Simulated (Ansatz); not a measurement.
Ideal-gas functions of AlH4N, SMILES `[NH2][AlH2]` at 298.15 K and 1 bar, from an Ansatz frequency run at PBE0-D4/def2-TZVP.

Molar mass 45.02 g/mol, point group C2v (symmetry number 2), electronic degeneracy 1, moments of inertia 5.326, 38.486, 43.812 u Å². Harmonic wavenumbers (cm⁻¹, unscaled): 423, 443, 494, 606, 735, 752, 834, 1568, 1935, 1940, 3607, 3698.

Use S(trans) = R[1.5 ln M + 2.5 ln T − 1.1517]; rotational temperatures θ = 24.2544 K / I; S(rot) = R[ln(√π/σ · √(T³/θAθBθC)) + 1.5]; for each mode x = 1.438777 ν̃/T, S = R[x/(eˣ − 1) − ln(1 − e⁻ˣ)] and H = RT x/(eˣ − 1); 1 cm⁻¹ = 0.0119627 kJ/mol; R = 8.31446 J/(mol·K).

Problem. By hand: the entropy, in J/(mol·K).

Solution. Translation 156.3. Rotation: θ = 4.554, 0.6302, 0.5536 K, giving 80.6. Vibration, mode by mode: 3.69, 3.42, 2.82, 1.84, 1.12, 1.05, 0.76, 0.04, 0.01, 0.01, 0.00, 0.00, in all 14.7. Electronic 0.0. Sum 251.6 J/(mol·K).

Problem. By hand: H − E and G − E in kJ/mol, counted from the electronic energy.

Solution. Zero-point energy ½ × 17035 × 0.0119627 = 101.9; thermal vibration 3.2; translation, rotation and pV give 4 RT = 9.9. H − E = 115.0 kJ/mol, and G − E = 115.0 − 298.15 × 251.6/1000 = 40.0 kJ/mol.

Vibration gives 6 % of the entropy.
